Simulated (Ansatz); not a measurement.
**C2H5Si (charge +1): two geometries relaxed**

Method: RKS r2SCAN-D4/6-31G*, in Ansatz 0.2.0.

### 1 The structure to begin with

Bond lengths: C1–C2 1.261 Å, C2–Si3 1.878 Å, C1–H4 1.087 Å, C1–H5 1.091 Å, Si3–H6 1.453 Å, Si3–H7 1.453 Å, Si3–H8 1.495 Å. Angles: C1–C2–Si3 169.1°, C2–C1–H4 129.2°, C2–C1–H5 120.7°, H4–C1–H5 110.1°, C2–Si3–H6 108.9°, C2–Si3–H7 108.6°, C2–Si3–H8 81.7°, H6–Si3–H7 120.5°, H6–Si3–H8 114.9°, H7–Si3–H8 114.9°.

Coordinates:

```xyz
8

C    -0.7542    0.8085   -1.2244
C    -0.0546    0.3144   -0.2994
Si    0.7356   -0.6725    1.0899
H    -1.7128    0.4755   -1.6149
H    -0.4246    1.7033   -1.7542
H     0.7966    0.1582    2.2804
H     1.9333   -1.3162    0.5779
H    -0.5194   -1.4712    0.9447
```

### 2 Relaxing end A

Input file input.yaml:

```yaml
crystal:
  periodic: [false, false, false]
  atoms:
    - { symbol: C, position_ang: [-0.75416, 0.80855, -1.22442] }
    - { symbol: C, position_ang: [-0.05463, 0.31437, -0.29942] }
    - { symbol: Si, position_ang: [0.73562, -0.67249, 1.0899] }
    - { symbol: H, position_ang: [-1.71278, 0.4755, -1.61487] }
    - { symbol: H, position_ang: [-0.42459, 1.70331, -1.75416] }
    - { symbol: H, position_ang: [0.79664, 0.15822, 2.28042] }
    - { symbol: H, position_ang: [1.93331, -1.31622, 0.57789] }
    - { symbol: H, position_ang: [-0.51942, -1.47125, 0.94467] }
total_charge: 1
basis:
  gaussian: { orbitals: "6-31G*" }
hamiltonian:
  xc: r2scan
  dispersion: d4
relax:
  f_tol: 0.02
  max_steps: 50
output:
  orbitals: {}
```

Started as:

```
$ ansatz run input.yaml --threads 1 --pin off --max-ram 2048MiB --backend cpu --events-out ev --progress --plain --runs-dir out
```

Q: Estimate wall time and peak memory on 1 thread of an x86-64 CPU, shared host.

About 19 s, with a peak of 0.14 GiB.
